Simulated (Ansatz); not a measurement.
**Litharge PbO**

Method: r²SCAN-D4 (plane waves, PAW; Ansatz, an electronic-structure program).

Cell: relaxed at this level.

```
Quantity                        Result
-------------------------  -----------
interlayer binding energy  18.4 meV/Å²
layer repeat distance          5.122 Å
gap between the layers         2.752 Å
```

Spin–orbit coupling is not included; it can shift volumes and moduli of such heavy elements.

Static lattice: no zero-point or thermal effects.

Cost on a shared machine: roughly 110 core-seconds.
